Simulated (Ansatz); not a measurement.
The first iterations of a band of C4H5FS (11 atoms, charge 0, multiplicity 1).

Level of theory: RKS PBE0-D4/def2-SVP (Ansatz 0.2.0).

```json
{
 "movable images": "9",
 "climbing image": "yes",
 "spring": "5.0 eV/Å²",
 "optimiser": "quadratic models (default)",
 "start path": "through a guess of the saddle point",
 "force threshold": "0.05 eV/Å",
 "iteration limit": "56",
 "end points": "relaxed"
}
```

Initial state:

```xyz
11
Properties=species:S:1:pos:R:3
C -1.015 -1.046 -0.347
C -0.097 -0.082 -0.148
C 0.374 0.715 -1.268
S 1.476 1.909 -1.179
C 0.463 0.200 1.215
F -0.085 -0.633 2.152
H -1.378 -1.652 0.486
H -1.414 -1.241 -1.346
H -0.079 0.454 -2.238
H 1.559 0.071 1.203
H 0.263 1.249 1.493
```

Final state:

```xyz
11
Properties=species:S:1:pos:R:3
C -1.149 -1.256 -0.106
C -0.249 -0.248 -0.106
C 0.004 0.365 -1.404
S 1.164 1.581 -1.344
C 0.423 0.170 1.175
F -0.008 -0.567 2.246
H -1.408 -1.792 0.811
H -1.622 -1.535 -1.049
H 1.171 1.934 -2.657
H 1.518 0.053 1.081
H 0.220 1.238 1.374
```

| iteration | highest image above the first end (eV) | largest band force component (eV/Å) |
| --- | --- | --- |
| 1 | 4.046 | 3.364 |
| 2 | 3.536 | 1.558 |
| 3 | 3.597 | 4.903 |

**Question.** Does the band converge within its limit, and where does its top end?

**Answer.** It converged. It ended after 9 iterations with the highest image 3.440 eV above the first end. A vibrational analysis at the climbing image gives one clearly imaginary mode, 1659i cm⁻¹: a first-order saddle point. The orbitals stay closed-shell, which can raise the energy where a bond breaks towards radicals; this wasn't checked here.

Run time: 4.6 min on 2 threads of Arm Neoverse V1, on a shared host, peak memory 0.27 GiB.
